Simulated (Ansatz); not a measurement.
`O=C/C(F)=C/F` + `S=CS` → `O=CSC=S` + `F/C=C/F`  (substitution at a C–C bond)

Gas-phase electronic energies from Ansatz, PBE0-D4/def2-TZVP geometries. CCSD(T)/CBS adds triple-zeta CCSD(T) − MP2 to the extrapolated MP2 energy (def2 sets, frozen cores). Double bonds are as drawn, so ΔE can hold a change between cis and trans. DFT in def2-TZVPP. B3LYP here is the variant with VWN-RPA as its local correlation; programs differ in this. Each species was taken in one conformer, which may not be the lowest.

```
             level  ΔE (kJ/mol)  difference from CCSD(T)/CBS
            PBE-D4          2.6                         -1.1
         r2SCAN-D4          6.8                          3.1
           PBE0-D4          6.8                          3.1
          B3LYP-D4          5.0                          1.3
           ωB97X-V          8.5                          4.8
               PBE          3.4                         -0.3
            r2SCAN          7.0                          3.3
             B3LYP          6.4                          2.7
     HF/def2-TZVPP         15.5                         11.8
    MP2/def2-TZVPP          4.7                          1.0
SCS-MP2/def2-TZVPP          5.7                          2.0
   CCSD/def2-TZVPP          8.7                          5.0
CCSD(T)/def2-TZVPP          6.2                          2.5
SCS-MP2/def2-QZVPP          4.3                          0.6
      HF/CBS(def2)         15.4                         11.7
    CCSD/CBS(def2)          6.2                          2.5
       CCSD(T)/CBS          3.7                            0
```

Largest T1 diagnostic among the species: 0.019.

In def2-TZVPP, CCSD(T) changes the Hartree–Fock value by −9.3 kJ/mol (the triples alone add −2.5 kJ/mol) and MP2 by −10.8 kJ/mol. From PBE to PBE0 (25 % exact exchange), in def2-TZVPP and without D4, ΔE moves by +4.2 kJ/mol.
